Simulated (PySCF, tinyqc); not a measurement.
Worked calculation: FCI on RHF in the sto-3g basis, frozen core, for HF, spin multiplicity 1. The lowest restricted solution is unstable here: a spin-polarised one lies 0.0989 hartree lower (PySCF). Computed by tinyqc, a small Python program that keeps every step (integrals from PySCF). Settings: charge = 0, multiplicity = 1, basis = sto-3g, method = RHF, frozen orbitals = 1, energy threshold = 1e-10, iteration cap = 52, orthogonalisation = symmetric, start = core, DIIS depth = 6, ci = FCI. Command: `OMP_NUM_THREADS=1 python tinyqc.py 21416 21417 out.jsonl` (the two numbers bound the seeds that draw the settings). One thread of a shared host (Intel(R) Xeon(R) Processor @ 2.60GHz), about 0.1 s of CPU time with the checks. The early iterations of the SCF are left out here.

## One-electron integrals

Geometry (angstrom):
```
atom        x        y        z
F     0.00000  0.00000  0.00000
H     0.00000  0.00000  1.63700
```

Basis sto-3g: exponents (1/bohr^2) and contraction coefficients of normalised primitives:
```
element  l (shell)   exponent  coefficient
F            s (1)  166.67913      0.15433
F            s (1)   30.36081      0.53533
F            s (1)    8.21682      0.44463
F            s (2)    6.46480     -0.09997
F            s (2)    1.50228      0.39951
F            s (2)    0.48859      0.70012
F            p (3)    6.46480      0.15592
F            p (3)    1.50228      0.60768
F            p (3)    0.48859      0.39196
H            s (1)    3.42525      0.15433
H            s (1)    0.62391      0.53533
H            s (1)    0.16886      0.44463
```

Overlap, kinetic and nuclear-attraction integrals over the contracted functions; the nuclear repulsion is the sum of Za Zb / Rab.

nuclear repulsion = 2.9093432 hartree

overlap S, lower triangle:
```
          1F 1s    1F 2s   1F 2px   1F 2py   1F 2pz    2H 1s
1F 1s   1.00000
1F 2s   0.23799  1.00000
1F 2px  0.00000  0.00000  1.00000
1F 2py  0.00000  0.00000  0.00000  1.00000
1F 2pz  0.00000  0.00000  0.00000  0.00000  1.00000
2H 1s   0.00946  0.12487  0.00000  0.00000  0.11937  1.00000
```

kinetic energy T (hartree), lower triangle:
```
           1F 1s     1F 2s   1F 2px   1F 2py   1F 2pz    2H 1s
1F 1s   36.98458
1F 2s   -0.21286   1.03800
1F 2px   0.00000   0.00000  3.24801
1F 2py   0.00000   0.00000  0.00000  3.24801
1F 2pz   0.00000   0.00000  0.00000  0.00000  3.24801
2H 1s   -0.00257  -0.01880  0.00000  0.00000  0.00273  0.76003
```

nuclear attraction V (hartree), lower triangle:
```
            1F 1s      1F 2s     1F 2px     1F 2py     1F 2pz     2H 1s
1F 1s   -77.33284
1F 2s    -9.25374  -11.86445
1F 2px    0.00000    0.00000  -11.76425
1F 2py    0.00000    0.00000    0.00000  -11.76425
1F 2pz   -0.00472   -0.05911    0.00000    0.00000  -11.78767
2H 1s    -0.37701   -0.97907    0.00000    0.00000   -0.76982  -4.12952
```

core Hamiltonian H = T + V (hartree), lower triangle:
```
            1F 1s      1F 2s    1F 2px    1F 2py    1F 2pz     2H 1s
1F 1s   -40.34826
1F 2s    -9.46660  -10.82646
1F 2px    0.00000    0.00000  -8.51624
1F 2py    0.00000    0.00000   0.00000  -8.51624
1F 2pz   -0.00472   -0.05911   0.00000   0.00000  -8.53966
2H 1s    -0.37958   -0.99787   0.00000   0.00000  -0.76710  -3.36949
```

## Two-electron integrals

Functions are numbered as in S; the eight-fold symmetry (ij|kl) = (ji|kl) = (kl|ij) leaves the list below.

Two-electron integrals (ij|kl) in chemists' order, unique and non-zero (hartree):
```
(11|11) 5.40350   (21|11) 0.84192   (21|21) 0.15630   (22|11) 1.26803
(22|21) 0.29234   (22|22) 0.92617   (31|31) 0.02800   (32|31) 0.04317
(32|32) 0.20459   (33|11) 1.26450   (33|21) 0.29240   (33|22) 0.92596
(33|33) 0.99751   (41|41) 0.02800   (42|41) 0.04317   (42|42) 0.20459
(43|43) 0.05377   (44|11) 1.26450   (44|21) 0.29240   (44|22) 0.92596
(44|33) 0.88997   (44|44) 0.99751   (51|51) 0.02800   (52|51) 0.04317
(52|52) 0.20459   (53|53) 0.05377   (54|54) 0.05377   (55|11) 1.26450
(55|21) 0.29240   (55|22) 0.92596   (55|33) 0.88997   (55|44) 0.88997
(55|55) 0.99751   (61|11) 0.03389   (61|21) 0.00624   (61|22) 0.01161
(61|33) 0.01160   (61|44) 0.01160   (61|51) 0.00023   (61|52) 0.00044
(61|55) 0.01164   (61|61) 0.00025   (62|11) 0.10136   (62|21) 0.02375
(62|22) 0.08610   (62|33) 0.08489   (62|44) 0.08489   (62|51) 0.00156
(62|52) 0.01326   (62|55) 0.08843   (62|61) 0.00096   (62|62) 0.01069
(63|31) 0.00229   (63|32) 0.01439   (63|53) 0.00269   (63|63) 0.00149
(64|41) 0.00229   (64|42) 0.01439   (64|54) 0.00269   (64|64) 0.00149
(65|11) 0.07678   (65|21) 0.01820   (65|22) 0.07085   (65|33) 0.06815
(65|44) 0.06815   (65|51) 0.00325   (65|52) 0.02391   (65|55) 0.07618
(65|61) 0.00076   (65|62) 0.01086   (65|65) 0.01244   (66|11) 0.32252
(66|21) 0.07674   (66|22) 0.32142   (66|33) 0.31442   (66|44) 0.31442
(66|51) 0.00463   (66|52) 0.05682   (66|55) 0.33532   (66|61) 0.00310
(66|62) 0.05616   (66|65) 0.06764   (66|66) 0.77461
```

## Orthogonalisation

S = U s U^T; symmetric (Loewdin) form X = U s^(-1/2) U^T, so that X^T S X = 1.

eigenvalues of S: 0.72886  0.89245  1.00000  1.00000  1.09893  1.27977

X, lower triangle:
```
           1F 1s     1F 2s   1F 2px   1F 2py    1F 2pz    2H 1s
1F 1s    1.02227
1F 2s   -0.12420   1.02848
1F 2px   0.00000   0.00000  1.00000
1F 2py   0.00000   0.00000  0.00000  1.00000
1F 2pz  -0.00074   0.00587  0.00000  0.00000   1.00546
2H 1s    0.00689  -0.06511  0.00000  0.00000  -0.06084  1.01155
```

## Iteration 8 (converged): orbitals

converged F (hartree), lower triangle:
```
            1F 1s     1F 2s    1F 2px    1F 2py    1F 2pz     2H 1s
1F 1s   -25.92469
1F 2s    -6.62637  -3.00876
1F 2px    0.00000   0.00000  -0.46619
1F 2py    0.00000   0.00000   0.00000  -0.46619
1F 2pz   -0.00843   0.00117   0.00000   0.00000  -0.14931
2H 1s    -0.26987  -0.30664   0.00000   0.00000  -0.28571  -0.15656
```

Diagonalise F' = X^T F X, C = X C', fill 5 alpha and 5 beta electrons from the bottom; D = 2 C_occ C_occ^T. Each column has its largest component positive (the first on a tie).

F' = X^T F X (hartree), lower triangle:
```
           1         2         3         4         5         6
1  -25.45940
2   -3.37963  -1.85331
3    0.00000   0.00000  -0.46619
4    0.00000   0.00000   0.00000  -0.46619
5   -0.01484   0.02613   0.00000   0.00000  -0.11642
6   -0.00086  -0.15577   0.00000   0.00000  -0.27504  -0.09698
```

orbital energies (hartree): MO1 -25.93375, MO2 -1.39728, MO3 -0.46619, MO4 -0.46619, MO5 -0.37458, MO6 0.17950

coefficients C:
```
             MO1       MO2       MO3      MO4       MO5       MO6
1F 1s    0.99509  -0.26250   0.00000  0.00000   0.02539   0.02744
1F 2s    0.01990   1.02075   0.00000  0.00000  -0.12647  -0.13832
1F 2px   0.00000   0.00000   0.99404  0.10903   0.00000   0.00000
1F 2py   0.00000   0.00000  -0.10903  0.99404   0.00000   0.00000
1F 2pz   0.00047   0.00248   0.00000  0.00000   0.69305  -0.73101
2H 1s   -0.00137   0.05467   0.00000  0.00000   0.64633   0.78134
```

D after iteration 8, lower triangle:
```
           1F 1s     1F 2s   1F 2px   1F 2py   1F 2pz    2H 1s
1F 1s    2.11952
1F 2s   -0.50272   2.11666
1F 2px   0.00000   0.00000  2.00000
1F 2py   0.00000   0.00000  0.00000  2.00000
1F 2pz   0.03484  -0.17022  0.00000  0.00000  0.96064
2H 1s    0.00140  -0.05193  0.00000  0.00000  0.89614  0.84146
```

Within a degenerate level the vectors are fixed only up to a rotation; this is one choice.

## Convergence

Stop when the energy changes by less than 1e-10 hartree and every element of the error matrix X^T (F D S - S D F) X is below 3e-06.

Course of the cycle:
```
iteration  E (hartree)     change  largest element of the error matrix
1          -97.8993270          -                             2.35e-01
2          -98.1493525  -2.50e-01                             4.54e-01
3          -98.3441258  -1.95e-01                             1.68e-01
4          -98.3650710  -2.09e-02                             1.59e-02
5          -98.3652131  -1.42e-04                             5.72e-03
6          -98.3652365  -2.34e-05                             2.85e-04
7          -98.3652365  -5.22e-08                             1.69e-06
8          -98.3652365  -1.82e-12                             1.24e-09
```

PySCF RHF in the same basis = -98.3652365 hartree

Converged in 8 iterations.

## Integrals over molecular orbitals

(pq|rs) = sum C_ip C_jq C_kr C_ls (ij|kl), one index at a time.

one-electron integrals over orbitals h = C^T H C (hartree), lower triangle:
```
           1         2         3         4         5         6
1  -40.33135
2    0.73314  -9.09875
3    0.00000   0.00000  -8.51624
4    0.00000   0.00000   0.00000  -8.51624
5   -0.06622   0.31442   0.00000   0.00000  -6.17400
6   -0.07533   0.44323   0.00000   0.00000   2.59419  -5.72215
```

Two-electron integrals over orbitals (pq|rs), unique and non-zero (hartree); the lowest 1 orbital is frozen and left out:
```
(22|22) 0.88969    (32|32) 0.19351    (33|22) 0.90533    (33|33) 0.99751
(42|42) 0.19351    (43|43) 0.05377    (44|22) 0.90533    (44|33) 0.88997
(44|44) 0.99751    (52|22) -0.03720   (52|33) -0.04188   (52|44) -0.04188
(52|52) 0.11320    (53|32) -0.01478   (53|53) 0.02960    (54|42) -0.01478
(54|54) 0.02960    (55|22) 0.63369    (55|33) 0.62012    (55|44) 0.62012
(55|52) -0.00157   (55|55) 0.61207    (62|22) -0.04603   (62|33) -0.04711
(62|44) -0.04711   (62|52) -0.09164   (62|55) -0.01640   (62|62) 0.09181
(63|32) -0.01554   (63|53) -0.02563   (63|63) 0.02716    (64|42) -0.01554
(64|54) -0.02563   (64|64) 0.02716    (65|22) -0.29088   (65|33) -0.28790
(65|44) -0.28790   (65|52) 0.05179    (65|55) -0.07792   (65|62) 0.01749
(65|65) 0.27723    (66|22) 0.60004    (66|33) 0.58828    (66|44) 0.58828
(66|52) 0.02663    (66|55) 0.60796    (66|62) -0.03608   (66|65) -0.03411
(66|66) 0.62347
```

## FCI: determinants and Hamiltonian

one-electron integrals dressed by the frozen orbital, h + 2 (pq|11) - (p1|1q) (hartree), lower triangle:
```
          2         3         4         5         6
2  -6.67546
3   0.00000  -6.01768
4   0.00000   0.00000  -6.01768
5   0.17674   0.00000   0.00000  -4.56211
6   0.28796   0.00000   0.00000   1.66837  -4.16625
```

energy of the frozen orbital, 2 h_11 + (11|11) = -75.2974039 hartree

Hartree-Fock energy = -98.3652365 hartree

Slater-Condon rules over spin orbitals, with the nuclear repulsion and the energy of the frozen orbital added and E(HF) subtracted on the diagonal. Only determinants linked to the reference directly or through others are kept (one block of an abelian symmetry group), so some states are absent.

Occupation strings over the orbitals (2 doubly, a alpha, b beta, 0 empty; spin orbitals ordered 1a 1b 2a 2b ...): 222220 2222ab 2a222b 2222ba 2b222a 222202 2a22b2 222022 220222 2b22a2 202222

H - E(HF) between determinants (hartree), lower triangle:
```
          222220    2222ab    2a222b    2222ba    2b222a    222202    2a22b2    222022
222220   0.00000
2222ab   0.00000   0.22335
2a222b   0.00000  -0.00915   1.06855
2222ba   0.00000  -0.27723  -0.01749   0.22335
2b222a   0.00000  -0.01749  -0.09181  -0.00915   1.06855
222202   0.27723   0.04381  -0.05179  -0.04381   0.05179   0.46632
2a22b2  -0.01749   0.05179  -0.25677  -0.01968   0.09164   0.03735   1.34106
222022   0.02716   0.02563   0.01554  -0.02563  -0.01554   0.02960   0.01478   0.61359
220222   0.02716   0.02563   0.01554  -0.02563  -0.01554   0.02960   0.01478   0.05377
2b22a2   0.01749  -0.01968   0.09164   0.05179  -0.25677  -0.03735  -0.11320  -0.01478
202222   0.09181   0.09164   0.00995  -0.09164  -0.00995   0.11320   0.07299   0.19351

          220222    2b22a2   202222
220222   0.61359
2b22a2  -0.01478   1.34106
202222   0.19351  -0.07299  2.45018
```

## FCI: roots

Diagonalise (each vector has its largest component positive (the first on a tie)); all determinants have Ms = 0, so triplets appear too. The lowest singlet root is the correlation energy.

lowest roots of this matrix, relative to E(HF) (hartree): -0.13267  -0.05518  0.46571  0.55982  0.56426  0.65615  0.89495  0.93631

lowest vectors:
```
          root 1    root 2    root 3    root 4
222220   0.90424   0.00000  -0.19091   0.00000
2222ab   0.03075   0.70676   0.65090   0.00000
2a222b  -0.01218   0.01574  -0.05566   0.00000
2222ba  -0.03075   0.70676  -0.65090   0.00000
2b222a   0.01218   0.01574   0.05566   0.00000
222202  -0.42310   0.00000  -0.31005   0.00000
2a22b2   0.01679  -0.01566  -0.05525   0.00000
222022  -0.01364   0.00000  -0.06119   0.70711
220222  -0.01364   0.00000  -0.06119  -0.70711
2b22a2  -0.01679  -0.01566   0.05525   0.00000
202222  -0.01459   0.00000  -0.01704   0.00000
```

<S^2> of these roots: 0.00000  2.00000  0.00000  0.00000  0.00000  0.00000  2.00000  0.00000

weight of the ground state by excitation level 0, 1, 2, ...: 0.81765  0.00219  0.18016

The reference has a weight of only 0.82: one determinant is a poor start here. A root of higher spin lies below E(HF).
